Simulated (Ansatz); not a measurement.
Relative energies of C3H5NO isomers

3 of its isomers, all singlets with charge 0: A = `OC1=NCC1`; B = acrylamide `C=CC(N)=O`; C = `NC1(O)C=C1`.

Shapes, held fixed at every level: PBE0-D4/def2-TZVP. Flexible molecules stand in one conformer, not always the lowest. Programs: Ansatz 0.2.0.

A:

```xyz
10

O    -1.0730    1.8114   -0.1231
C    -0.4822    0.6240   -0.1697
N    -0.6911   -0.3510   -0.9689
C     0.3678   -1.1262   -0.2611
C     0.5976    0.0723    0.6918
H    -1.7319    1.8367   -0.8310
H     1.2106   -1.3775   -0.9077
H    -0.0167   -2.0320    0.2114
H     0.3376   -0.0815    1.7400
H     1.5643    0.5727    0.6214
```

B:

```xyz
10

C    -0.5586   -0.2998    1.6936
C     0.2250    0.0379    0.6805
C    -0.2724   -0.0523   -0.7206
N     0.6315    0.3230   -1.6619
O    -1.3905   -0.4287   -1.0063
H    -0.2210   -0.2432    2.7212
H    -1.5683   -0.6437    1.4963
H     1.2406    0.3856    0.8488
H     0.3596    0.2865   -2.6285
H     1.5540    0.6346   -1.4231
```

C:

```xyz
10

N    -0.9748   -0.1498   -0.9718
C     0.0589   -0.2481    0.0210
O     0.4367   -1.5876    0.1520
C     0.1092    0.6622    1.1759
C     1.0823    0.7660    0.3144
H    -1.3332    0.7937   -1.0272
H    -0.6153   -0.4095   -1.8836
H    -0.3733   -2.1030    0.0696
H    -0.3236    0.9898    2.1092
H     2.0164    1.2349    0.0436
```

Electronic energies in kJ/mol, without zero-point or thermal terms.

Q: From chemical knowledge, estimate the order of stability.

A: B < A < C in rising energy, over a span of 234 kJ/mol, by CCSD(T)/CBS estimate. All levels agree on that. The B − A difference spans -103.2 to -80.6 kJ/mol over the levels. The CBS estimate extrapolates MP2 from def2-TZVPP and def2-QZVPP and adds CCSD(T) − MP2 in the triple-zeta set, cores frozen.

```csv
level,kind,B − A,C − A
SPW92/def2-TZVPP,LDA,-80.6,+142.4
PBE-D4/def2-TZVPP,GGA,-93.7,+145.1
r2SCAN-D4/def2-TZVPP,meta-GGA,-103.2,+143.7
PBE0-D4/def2-TZVPP,global hybrid,-87.3,+146.4
wB97M-V/def2-TZVPP,range-separated hybrid,-93.4,+143.2
MP2/def2-SVP,perturbation theory,-93.4,+148.3
CCSD/def2-SVP,coupled cluster or CI,-97.0,+151.1
CCSD(T)/CBS estimate,coupled cluster or CI,-94.5,+139.3
```
